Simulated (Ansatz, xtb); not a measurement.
**Relative energy of two structures of CH4LiN**

Structure a: `[Li][NH]C`, a singlet. Structure b: a singlet given by its coordinates. Both are isolated molecules in the gas phase, relaxed with PBE0-D3(BJ)/def2-SVP.

a (Å):

```xyz
7

C     1.9840    0.8027    0.2655
Li   -0.6742    0.2098    1.2352
N     0.5602    0.6786    0.1242
H     0.3273    0.9338   -0.8372
H     2.3873    1.8291    0.0943
H     2.5838    0.1412   -0.4038
H     2.3034    0.5368    1.2925
```

b (Å):

```yaml
atoms:
  - { symbol: C, position_ang: [1.5106, 1.4343, 0.5119] }
  - { symbol: Li, position_ang: [-0.2648, 0.9057, 0.9674] }
  - { symbol: N, position_ang: [1.1281, 0.0562, 0.0139] }
  - { symbol: H, position_ang: [2.1896, 1.2865, 1.3726] }
  - { symbol: H, position_ang: [2.0892, 1.9888, -0.2467] }
  - { symbol: H, position_ang: [0.9868, 0.0814, -0.9959] }
  - { symbol: H, position_ang: [1.8332, -0.6693, 0.1642] }
```

Close contacts (Å): C1–Li2 1.91, C1–N3 1.51, Li2–N3 1.89, C1–H4 1.11, C1–H5 1.10, N3–H6 1.02, N3–H7 1.02.

Quicker runs give these differences E(b) − E(a): GFN2-xTB +19.7 kcal/mol; HF/STO-3G +17.3 kcal/mol (at GFN2-xTB geometries); r2SCAN-D4/def2-SVP +17.2 kcal/mol (at GFN2-xTB geometries).

Q: Estimate E(b) − E(a) at the level CCSD(T)/def2-TZVPP.

A: Calculated at CCSD(T)/def2-TZVPP: E(b) − E(a) = +13.6 kcal/mol, so structure a lies lower.

The same difference at several levels:

| level | geometry | E(b) − E(a) (kcal/mol) | departure from the last row (kcal/mol) | job, with rough time for the two |
| --- | --- | --- | --- | --- |
| GFN2-xTB | GFN2-xTB | +19.7 | +6.1 | optimisation, 0.12 s |
| HF/STO-3G | GFN2-xTB | +17.3 | +3.7 | single point, 0.26 s |
| r2SCAN-D4/def2-SVP | GFN2-xTB | +17.2 | +3.6 | single point, 2.1 s |
| PBE0-D3(BJ)/def2-SVP | PBE0-D3(BJ)/def2-SVP | +13.7 | +0.1 | optimisation, 18 s |
| HF/def2-TZVPP | PBE0-D3(BJ)/def2-SVP | +14.8 | +1.2 | part of the CCSD(T) run |
| MP2/def2-TZVPP | PBE0-D3(BJ)/def2-SVP | +14.3 | +0.8 | part of the CCSD(T) run |
| CCSD(T)/def2-TZVPP | PBE0-D3(BJ)/def2-SVP | +13.6 |  | single point, 26 s |

None of the levels shown reverses the order. The largest departure from CCSD(T)/def2-TZVPP is that of GFN2-xTB, 6.1 kcal/mol.

With harmonic frequencies from PBE0-D3(BJ)/def2-SVP (ideal gas, rigid rotor, one conformer each, 298.15 K, 1 atm): the zero-point term adds +0.2 kcal/mol; ΔH is +13.6 and ΔG +14.2 kcal/mol.

The correlated steps freeze 2 core orbitals; the last core shell of Li is correlated, in a basis made for valence electrons. Mirror images aren't counted in ΔG. Codes used: Ansatz 0.2.0, xtb 6.7.1; the last row on 1 thread of Intel(R) Xeon(R) Platinum 8375C CPU @ 2.90GHz (Ice Lake) on a shared host.
